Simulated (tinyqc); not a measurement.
Worked calculation: Hueckel theory of the pi electrons, for the molecule c1c[cH+]1 (SMILES; centres numbered as the heavy atoms are written). Computed by tinyqc, a small Python program that keeps every step. Settings: charge = 1. Command: `OMP_NUM_THREADS=1 python tinyqc.py 31639 31640 out.jsonl` (the two numbers bound the seeds that draw the settings). One thread of a shared host (Intel(R) Xeon(R) Processor @ 2.60GHz), about 0.01 s of CPU time with the checks.

## The Hueckel matrix

Centres:
```
centre  z_r, pi electrons of the neutral centre       h
1C                                            1  0.0000
2C                                            1  0.0000
3C                                            1  0.0000
```

Bonds:
```
i  j  k
1  2  1
2  3  1
3  1  1
```

H_rr = alpha + h_r beta, H_rs = k_rs beta for bonded centres.

Hueckel matrix in units of beta (H = alpha + beta A):
```
        1C      2C      3C
1C  0.0000  1.0000  1.0000
2C  1.0000  0.0000  1.0000
3C  1.0000  1.0000  0.0000
```

## Orbitals

pi electrons, sum of z_r less the charge = 2

Diagonalise; E = alpha + x beta with beta < 0, so the largest x are filled first; degenerate levels share their electrons. P = sum n_i c_ri c_si; each orbital has its largest coefficient positive (the first on a tie).

x values: 2.0000  -1.0000  -1.0000

occupations: 2.0000  0.0000  0.0000

coefficients:
```
       MO1      MO2      MO3
1C  0.5774  -0.2832   0.7658
2C  0.5774   0.8048  -0.1376
3C  0.5774  -0.5216  -0.6282
```

charge and bond-order matrix P:
```
        1C      2C      3C
1C  0.6667  0.6667  0.6667
2C  0.6667  0.6667  0.6667
3C  0.6667  0.6667  0.6667
```

Within a degenerate level the vectors are fixed only up to a rotation; this is one choice.

## Energy, charges, bond orders

E = sum n x; q_r = z_r - P_rr; bond order p = P_rs; free valence = sqrt(3) - sum of p over the bonds of the atom.

pi energy = 2 alpha + this times beta = 4.0000

pi charges: 1C 0.3333, 2C 0.3333, 3C 0.3333

Bond orders and lengths from R = 1.517 - 0.180 p (angstrom, C-C alone):
```
bond       p       R
1-2   0.6667  1.3970
2-3   0.6667  1.3970
3-1   0.6667  1.3970
```

free valence of the carbons: 1C 0.3987, 2C 0.3987, 3C 0.3987

gap between the highest filled and the next level = 3.0000 |beta|
